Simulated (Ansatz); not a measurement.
in.yaml

```yaml
crystal:
  periodic: [false, false, false]
  atoms:
    - {symbol: B, position_ang: [0.000000, 0.000000, -0.022524]}
    - {symbol: B, position_ang: [0.000000, 0.000000, -1.542951]}
    - {symbol: H, position_ang: [0.000000, 0.000000, 1.565476]}
basis:
  gaussian: {orbitals: 6-31G}
magnetization: {spin_polarized: false, initial_magnetization: 3}
correlation: {method: sc_nevpt2, electrons: outside_noble_gas, active_space: {window: {electrons: 5, orbitals: 5}}}
```

```sh
$ ansatz run in.yaml --threads 1 --pin off --events-out ev --progress --plain --max-ram 2393MiB
```

The program prints:

```
284 factors; integrals over basis functions are off by at most 2.7e-4 eV
mean field evaluation 1: about -1351.3286 eV, gradient 9.1e0 eV
mean field evaluation 2: about -1351.3349 eV, gradient 9.1e0 eV
mean field evaluation 4: about -1353.1151 eV, gradient 1.9e0 eV
mean field evaluation 8: about -1353.1552 eV, gradient 1.6e-1 eV
mean field -1353.15558777 eV, -49.7275506487 hartree, gradient 1.8e-6 eV, S^2 3.750000; 0 other end points of the search recorded, 0 dependent functions left out
reference -1353.15558777 eV, -49.7275506487 hartree; 7, 4 occupied and 13, 16 virtual orbitals, 284 factors
state -1353.87358075 eV, -49.7539364041 hartree
state -1353.87358075 eV, -49.7539364041 hartree; corrected -1355.23571392 eV, -49.8039938748 hartree
Total energy: -1355.23571392 eV, -49.8039938748 hartree
```

Natural occupations: 1.9396 1.0001 1.0000 1.0000 0.0603.

For the same geometry and basis full CI lies 635.1 meV lower.

Ran on 1 thread of Intel Xeon, shared host: 0.4 s wall, 0.14 GiB peak host memory.
